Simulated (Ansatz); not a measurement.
The input, for Ansatz 0.2.0:

```yaml
crystal:
  periodic: [false, false, false]
  atoms:
    - {symbol: B, position_ang: [0.000000, 0.000000, 1.790400]}
    - {symbol: Ge, position_ang: [0.000000, 0.000000, -0.084500]}
    - {symbol: O, position_ang: [0.000000, 0.000000, -1.705900]}
basis:
  gaussian: {orbitals: cc-pVDZ}
total_charge: 1
magnetization: {spin_polarized: true, initial_magnetization: 2}
hamiltonian: {xc: {name: PBE}}
correlation: {method: rpa, electrons: outside_noble_gas}
```

```sh
$ ansatz run in.yaml --threads 1 --pin off --events-out ev --progress --plain --max-ram 2393MiB
```

Output:

```
589 factors; integrals over basis functions are off by at most 1.1e-3 eV
mean field evaluation 1: about -59183.7946 eV, gradient 8.1e1 eV
mean field evaluation 2: about -59183.7917 eV, gradient 8.1e1 eV
mean field evaluation 4: about -59204.7973 eV, gradient 3.5e1 eV
mean field evaluation 8: about -59214.5467 eV, gradient 2.6e0 eV
mean field evaluation 16: about -59214.5931 eV, gradient 1.4e-2 eV
mean field evaluation 32: about -59214.5931 eV, gradient 1.1e-6 eV
mean field evaluation 64: about -59145.0797 eV, gradient 5.4e1 eV
mean field -59214.59310150 eV, -2176.0961593875 hartree, gradient 9.5e-6 eV, S^2 2.010388; 3 other end points of the search recorded, 0 dependent functions left out
16 core orbitals not correlated: weight in the atoms' cores, before any rotation towards them, 0.974 or more for the frozen orbitals, at most 0.023 for the correlated occupied ones
reference -59166.48380922 eV, -2174.3281755057 hartree; 7, 5 occupied and 32, 34 virtual orbitals, 589 factors
Total energy: -59180.53055580 eV, -2174.8443839213 hartree
```

Ran on 1 thread of Arm Neoverse V2, shared host: 4.4 s wall, 0.17 GiB peak host memory.
